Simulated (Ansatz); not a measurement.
A run of Ansatz (development build ahead of 0.2.0) on doublet CHO₂ at this shape:

```xyz
4

C     0.1556    0.1981    0.2891
O     0.1238    0.5882   -1.0411
O    -0.2812   -0.8438    0.7065
H     0.6039    0.9417    0.8672
```

Its results:

```yaml
Converged: yes
Total_energy: -187.97260 hartree
Spin_squared_of_the_determinant: 0.759
Stability_test: minimum
```

Forces (eV/Å):
| atom | Fx | Fy | Fz |
| --- | --- | --- | --- |
| C1 | -2.315 | -3.884 | -2.248 |
| O2 | 0.021 | -0.904 | 2.651 |
| O3 | 1.307 | 3.158 | -1.529 |
| H4 | 0.987 | 1.631 | 1.125 |

Task: Which input gives this output? Name the method, the orbitals and the basis set, and write the input.

Result: UHF in def2-SVP.

```yaml
crystal:
  periodic: [false, false, false]
  atoms:
    - { symbol: C, position_ang: [0.1556, 0.19806, 0.28914] }
    - { symbol: O, position_ang: [0.12381, 0.58817, -1.04112] }
    - { symbol: O, position_ang: [-0.28125, -0.84377, 0.70649] }
    - { symbol: H, position_ang: [0.60392, 0.94175, 0.86724] }
basis:
  gaussian: { orbitals: def2-SVP }
magnetization:
  spin_polarized: true
  initial_magnetization: 1
hamiltonian:
  xc: hf
output:
  forces: true
```
